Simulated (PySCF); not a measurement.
## Spin-orbit coupling and the first ionisation energy along the alkaline earths

Two-component X2C-1e calculated with PySCF 2.14: MP2 on generalised Hartree-Fock spinors (GMP2), with spin-orbit coupling off and on (screened by Boettger's factors); no Breit or QED terms. Values in eV; the references (NIST) lie between the lowest levels. Elements whose determinants are no pure J levels are left out.

| element | configurations | spin-free | with spin-orbit | shift | reference |
| --- | --- | --- | --- | --- | --- |
| Mg (x2c-QZVPPall-2c, [Ne] frozen) | [Ne] 3s2 → [Ne] 3s1 | 7.259 | 7.259 | 0.000 | 7.646 |
| Ca (x2c-QZVPPall-2c, [Ne] frozen) | [Ar] 4s2 → [Ar] 4s1 | 5.959 | 5.959 | 0.000 | 6.113 |
| Sr (x2c-QZVPPall-2c, [Ar] 3d10 frozen) | [Kr] 5s2 → [Kr] 5s1 | 5.586 | 5.586 | 0.000 | 5.695 |
| Ba (x2c-QZVPPall-2c, [Kr] 4d10 frozen) | [Xe] 6s2 → [Xe] 6s1 | 5.109 | 5.109 | 0.000 | 5.212 |

What remains against the references is mostly the basis and correlation beyond MP2.
